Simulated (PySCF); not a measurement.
# BH2Cl (SMILES BCl): CISD/STO-3G

What is the energy change on altering one bond length of BH2Cl at CISD/STO-3G? The job is set up through a Python script.

The results are computed with PySCF 2.14.0.

10 further runs of the same task are left out: 10 set aside as unsound or not needed.

### Step 1. The molecule

The species is BH2Cl (4 atoms), meant as a singlet with charge 0. As SMILES, `BCl`. The shape is that of a PBE0-D4/def2-TZVP optimisation.

Bond lengths: B1–Cl2 1.733 Å, B1–H3 1.190 Å, B1–H4 1.190 Å. Angles: Cl2–B1–H3 118.1°, Cl2–B1–H4 118.1°, H3–B1–H4 123.7°.

### Step 2. The energy at CISD/STO-3G

The input, run.py:

```python
from pyscf import gto, scf, ci

mol = gto.M(
    atom=[
    ('B', (-0.116700, 0.021700, -0.075300)),
    ('Cl', (1.365000, -0.395300, 0.721200)),
    ('H', (-1.106200, -0.559500, 0.240400)),
    ('H', (-0.086600, 0.872800, -0.906600)),
],
    basis='sto-3g',
    max_memory=1860,
    charge=0,
    verbose=3,
)

mf = scf.RHF(mol)
mf.conv_tol = 1e-10
mf.kernel()
if not mf.converged:
    mf = mf.newton().run(mf.mo_coeff, mf.mo_occ)

cisd = ci.CISD(mf, frozen=6)
cisd.kernel()
energy = cisd.e_tot
print('E(%s) = %.9f' % ('CISD', energy))
```

Command:

```console
$ OMP_NUM_THREADS=1 python run.py
```

Standard output:

```text
converged SCF energy = -480.128634949021
E(RCISD) = -480.1867554228298  E_corr = -0.05812047380832563
E(CISD) = -480.186755423
```

It took 0.64 s on 1 thread of Arm Neoverse V1, shared host; peak memory 0.1 GiB.

### Step 3. The distorted shape, same level

The input, mol.xyz:

```xyz
4

B     -0.857556     0.230202    -0.473553
Cl     1.365000    -0.395300     0.721200
H     -1.847056    -0.350998    -0.157853
H     -0.827456     1.081302    -1.304853
```

The input, run.py:

```python
from pyscf import gto, scf, ci

mol = gto.Mole()
mol.atom = 'mol.xyz'
mol.spin = 0
mol.basis = 'sto-3g'
mol.max_memory = 1860
mol.verbose = 3
mol.build()

hf = scf.RHF(mol)
hf.conv_tol = 1e-10
hf.kernel()
if not hf.converged:
    hf = hf.newton().run(hf.mo_coeff, hf.mo_occ)

cisd = ci.CISD(hf, frozen=6)
cisd.kernel()
e_tot = cisd.e_tot
print('Final energy', e_tot)
```

Command:

```console
$ OMP_NUM_THREADS=1 python run.py
```

Standard output:

```text
converged SCF energy = -479.978643904634
E(RCISD) = -480.057054600283  E_corr = -0.07841069564897163
Final energy -480.057054600283
```

It took 0.62 s on 1 thread of Arm Neoverse V1, shared host; peak memory 0.1 GiB.

### Step 4. Results

At CISD/STO-3G, 6 core orbitals frozen:

| quantity | value |
| --- | --- |
| first shape: total energy | -480.18676 Eh |
| first shape: dipole moment (Hartree–Fock density) | 1.50 D |
| first shape: HOMO energy (Hartree–Fock orbitals) | -10.58 eV |
| first shape: LUMO energy (Hartree–Fock orbitals) | 5.63 eV |
| first shape: HOMO–LUMO gap (Hartree–Fock orbitals) | 16.21 eV |
| first shape: correlation energy (6 core orbitals frozen) | -58.1 mEh |
| distorted shape: total energy | -480.05705 Eh |
| distorted shape: dipole moment (Hartree–Fock density) | 4.86 D |
| distorted shape: HOMO energy (Hartree–Fock orbitals) | -8.74 eV |
| distorted shape: LUMO energy (Hartree–Fock orbitals) | 3.37 eV |
| distorted shape: HOMO–LUMO gap (Hartree–Fock orbitals) | 12.11 eV |
| distorted shape: correlation energy (6 core orbitals frozen) | -78.4 mEh |
| energy change with the B1–Cl2 bond stretched from 1.733 to 2.600 Å | 3.529 eV |

**Reading.** With the B1–Cl2 bond stretched from 1.733 to 2.600 Å the energy rises by 3.53 eV (81 kcal/mol). The first shape isn't relaxed at this level, so the change isn't measured from a minimum. The minimal basis adds a large error of its own.
